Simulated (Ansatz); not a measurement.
# Cost against result

The pair of CH4 (SMILES C, atoms 1–5) and SiH4O (SMILES [SiH3]O, atoms 6–11), both closed shells, in one local arrangement (a lower one may exist), relaxed at PBE0-D4/def2-TZVP:

C1  (0.010, -0.038, -2.319)
H2  (0.629, 0.686, -2.849)
H3  (0.489, -0.312, -1.379)
H4  (-0.118, -0.926, -2.938)
H5  (-0.966, 0.403, -2.115)
Si6  (-0.361, 0.197, 2.003)
O7  (0.893, -0.512, 1.202)
H8  (0.044, 1.490, 2.619)
H9  (-1.411, 0.430, 0.987)
H10  (-0.886, -0.682, 3.083)
H11  (1.676, -0.736, 1.706)
(Å)

Interaction energies are counterpoise-corrected; the time is that of the whole pair.

Program: Ansatz 0.2.0. Basis: as named in each row. Cores are frozen in the correlated methods. B3LYP uses VWN-RPA correlation. Extrapolation: Hartree–Fock as exp(−7.88 √X), correlation as X^−2.97.

Times are rough, for one single point on 4 threads of a shared host (AMD EPYC 7R43).

The estimate by CCSD(T) at an estimated basis limit (MP2 extrapolated from triple and quadruple zeta, plus CCSD(T) − MP2 in triple zeta) is -0.035 eV.

```
   method        basis  time (s)  interaction energy (eV)  method less estimate
       HF       STO-3G   under 1                    0.003                 0.039
   PBE-D4       STO-3G   under 1                   -0.049                -0.014
    SPW92     def2-SVP   under 1                   -0.063                -0.028
 B3LYP-D4        6-31G   under 1                   -0.051                -0.015
   PBE-D4     def2-SVP   under 1                   -0.047                -0.012
  PBE0-D4     def2-SVP   under 1                   -0.044                -0.009
  CCSD(T)     def2-SVP         2                   -0.010                 0.026
   PBE-D4  def2-TZVPPD         2                   -0.047                -0.011
revPBE-D4  def2-TZVPPD         2                   -0.037                -0.002
  PBE0-D4  def2-TZVPPD         2                   -0.042                -0.007
  wB97M-V     def2-SVP         2                   -0.031                 0.004
  BLYP-D4  def2-TZVPPD         2                   -0.032                 0.003
 HSE06-D4  def2-TZVPPD         2                   -0.043                -0.007
 B3LYP-D4  def2-TZVPPD         3                   -0.037                -0.002
r2SCAN-D4  def2-TZVPPD         3                   -0.029                 0.007
   B2PLYP  def2-TZVPPD         6                   -0.009                 0.026
   B97M-V  def2-TZVPPD         6                   -0.033                 0.002
  wB97X-V  def2-TZVPPD         6                   -0.035                 0.000
  wB97M-V  def2-TZVPPD         7                   -0.032                 0.003
      MP2  def2-QZVPPD        19                   -0.031                 0.005
  CCSD(T)  def2-TZVPPD        84                   -0.031                 0.004
```

No T1 diagnostic of these runs exceeds 0.012.
